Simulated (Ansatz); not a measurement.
Ansatz (an electronic-structure program) input:

Ansatz 0.2 input:
```yaml
crystal:
  periodic: [false, false, false]
  atoms:
    - {symbol: C, position_ang: [0.00327342, 0.02137882, 0.11257968]}
    - {symbol: C, position_ang: [0.09532447, 0.42175209, 1.31948097]}
    - {symbol: C, position_ang: [-0.04988734, -0.27325839, -1.20303702]}
    - {symbol: H, position_ang: [-0.15282464, -0.23863109, 2.15258061]}
    - {symbol: H, position_ang: [0.80620451, -0.68175225, -1.73348371]}
    - {symbol: H, position_ang: [-0.94564319, -0.09885182, -1.79323865]}
basis:
  gaussian:
    orbitals: def2-TZVP
hamiltonian:
  xc: b3lyp
  dispersion: d3bj
total_charge: -1
phonons: {temperatures: {t_min: 298.15, t_max: 298.15, t_step: 100}}
```

**Question.** Predict the final energy.

**Answer.** -116.08701 Eh (B3LYP-D3(BJ)/def2-TZVP). The basis has 111 functions. The run takes around 40 core-seconds (rough).

It need not be the lowest isomer of its formula. Whether it binds its extra electron was not tested at this geometry.
